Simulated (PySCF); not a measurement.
Species: `C(SCC)#C`. The columns A, B, C and D hold Mulliken, IAO, Hirshfeld and ESP-fitted charges (e) of one PBE0/pcSseg-1 density (PySCF), in a shuffled order. Coordinates in Å (GFN2-xTB); the density's dipole moment is (-1.32, 0.49, 1.26) D.

```tsv
atom	x	y	z	A	B	C	D
C1	2.640	0.022	0.354	-0.382	-0.116	-0.273	-0.250
C2	1.725	-0.407	-0.295	+0.021	-0.086	+0.050	-0.204
S3	0.448	-1.010	-1.220	-0.098	+0.068	+0.091	+0.225
C4	-0.922	-0.716	-0.034	-0.070	-0.057	-0.367	-0.321
C5	-1.172	0.762	0.188	-0.110	-0.122	-0.266	-0.421
H6	3.438	0.392	0.926	+0.287	+0.093	+0.053	+0.203
H7	-1.785	-1.204	-0.488	+0.125	+0.051	+0.155	+0.159
H8	-0.666	-1.224	0.895	+0.074	+0.046	+0.167	+0.159
H9	-1.422	1.253	-0.750	+0.046	+0.040	+0.125	+0.149
H10	-1.997	0.899	0.884	+0.045	+0.047	+0.123	+0.148
H11	-0.283	1.237	0.601	+0.061	+0.037	+0.142	+0.154
```

Which column most likely holds the ESP-fitted charges?

A. Σ q r misses the density's dipole by 0.07 D (A), 1.40 D (B), 1.51 D (D), 2.21 D (C). Charges fitted to the outside potential are the only set here that is tied to the molecule's multipoles.

And the Hirshfeld charges?

B. The mean sizes are 0.069 e (B), 0.120 e (A), 0.165 e (C), 0.217 e (D), and Hirshfeld charges are commonly the smallest of these schemes.

As computed, A = ESP-fitted, B = Hirshfeld, C = Mulliken, D = IAO. Hydrogens on carbon: ESP-fitted +0.04 to +0.29, Hirshfeld +0.04 to +0.09, Mulliken +0.05 to +0.17, IAO +0.15 to +0.20 e.

The Hirshfeld scheme divides the density at each point in proportion to the densities of the neutral, spherically averaged free atoms. The ESP scheme is a least-squares fit of atom-centred charges to the potential on four shells outside the van der Waals surface, with the total charge fixed.

One conformer (not necessarily the lowest) at the GFN2-xTB geometry, without solvent, vibrations or thermal averaging.

Shape of the structure used: `[CH:1]#[C:2][S:3][CH2:4][CH3:5]`: C2–S3–C4–C5 67°.
